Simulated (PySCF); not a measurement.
DMSO (C₂H₆OS), SMILES CS(C)=O. Atoms are numbered in the order given.

```xyz
10

C     -0.1853    -0.8117    -1.3666
S      0.4521     0.2373     0.0000
C     -0.1853    -0.8117     1.3666
O     -0.3951     1.4856     0.0000
H      0.0485    -0.2751    -2.2960
H      0.3033    -1.7973    -1.3612
H     -1.2756    -0.8981    -1.2515
H     -1.2756    -0.8981     1.2515
H      0.0485    -0.2751     2.2960
H      0.3033    -1.7973     1.3612
```

Geometry optimised at B3LYP-D3(BJ)/def2-SVP.

Level of theory: PySCF with B3LYP-D3(BJ)/def2-SVP.

Frequencies are harmonic and unscaled.

| mode | ν (cm⁻¹) | IR (km/mol) | moving atoms (share of kinetic energy) |
|---|---|---|---|
| 1 | 175 | 0.0 | H 98 % |
| 2 | 224 | 1.0 | H 94 % |
| 3 | 280 | 0.9 | C 43 %, H 35 %, O 13 %, S 9 % |
| 4 | 306 | 9.2 | O 48 %, C 22 %, H 20 %, S 10 % |
| 5 | 364 | 7.7 | H 29 %, S 28 %, O 25 %, C 18 % |
| 6 | 624 | 10.4 | C 59 %, S 24 %, H 16 % |
| 7 | 648 | 23.4 | C 49 %, S 31 %, H 20 % |
| 8 | 876 | 2.2 | H 84 %, C 14 % |
| 9 | 910 | 4.9 | H 70 %, C 21 % |
| 10 | 947 | 6.1 | H 65 %, C 20 %, O 12 % |
| 11 | 1009 | 15.6 | H 71 %, C 21 % |
| 12 | 1104 | 113.1 | O 58 %, S 36 % |
| 13 | 1283 | 1.7 | H 83 %, C 17 % |
| 14 | 1308 | 8.7 | H 83 %, C 17 % |
| 15 | 1415 | 8.9 | H 95 % |
| 16 | 1428 | 5.6 | H 96 % |
| 17 | 1432 | 0.1 | H 95 % |
| 18 | 1450 | 16.8 | H 96 % |
| 19 | 3036 | 3.8 | H 98 % |
| 20 | 3038 | 6.3 | H 98 % |
| 21 | 3156 | 0.0 | H 90 %, C 10 % |
| 22 | 3159 | 7.5 | H 90 %, C 10 % |
| 23 | 3164 | 0.5 | H 90 %, C 10 % |
| 24 | 3165 | 2.0 | H 90 %, C 10 % |
